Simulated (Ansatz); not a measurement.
The cluster Li2N, relaxed as a doublet with UKS PBE0-D4/def2-TZVP in Ansatz, starting from the GFN2-xTB geometry. Force threshold 0.02 eV/Å.

The structure comes from a short search, and lower isomers may exist.

Start:

```xyz
3

Li   -1.039    1.339    0.145
Li    1.039   -1.340   -0.140
N     0.000    0.000   -0.005
```

| step | energy (eV) | largest force component (eV/Å) | SCF passes |
| --- | --- | --- | --- |
| 1 | -1894.3644 | 0.477 | 473 |
| 2 | -1894.3901 | 0.199 | 304 |
| 3 | -1894.3961 | 0.011 | 268 |

Force components are those of the run's own axes.

End:

Cartesian coordinates in Å:
```
Li -1.0686 1.3771 0.1485
Li 1.0687 -1.3774 -0.1444
N -0.0001 0.0003 -0.0040
```

By distances, no bond broke or formed. The bond that changes most is Li2–N3, from 1.70 to 1.75 Å (atoms count from 1).

No frequencies were taken in this run, so the end may be a saddle point.

Run time 20 s (4 threads of Arm Neoverse V2 on a shared host).
